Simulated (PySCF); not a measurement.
Bicyclopropyl, C6H10.
InChI=1S/C6H10/c1-2-5(1)6-3-4-6/h5-6H,1-4H2

Torsions of this conformer, `[CH2:1]1[CH2:2][CH:3]1[CH:4]1[CH2:5][CH2:6]1`: C2–C3–C4–C5 109°.

The closed-shell ground state was solved at several levels (PySCF, density fitting, gas phase, non-relativistic). Isolated species at its PBE0-D3(BJ)/def2-SVP geometry (one conformer only). The dipole stays under 0.02 D at every level.

```tsv
level	basis functions	HOMO (eV)	LUMO (eV)	gap (eV)
B3LYP/pcJ-1	262	-7.01	1.18	8.19
wB97X-D/pcSseg-2	356	-9.06	2.51	11.57
CAM-B3LYP/def2-SVPD	200	-8.62	1.66	10.28
```

(1) Estimate the row for PBE0/pcSseg-1, a basis of 152 functions; the other rows only guide the guess.

(2) Over all these levels, which gives the widest orbital gap and which the narrowest?

Results:

(1) HOMO -7.26 eV, LUMO 1.49 eV, gap 8.75 eV.

(2) wB97X-D/pcSseg-2 (range-separated hybrid) has the widest, 11.57 eV, and B3LYP/pcJ-1 (global hybrid, 20 % exact exchange) the narrowest, 8.19 eV. Functional and basis both differ between the two, so the spread mixes both effects.
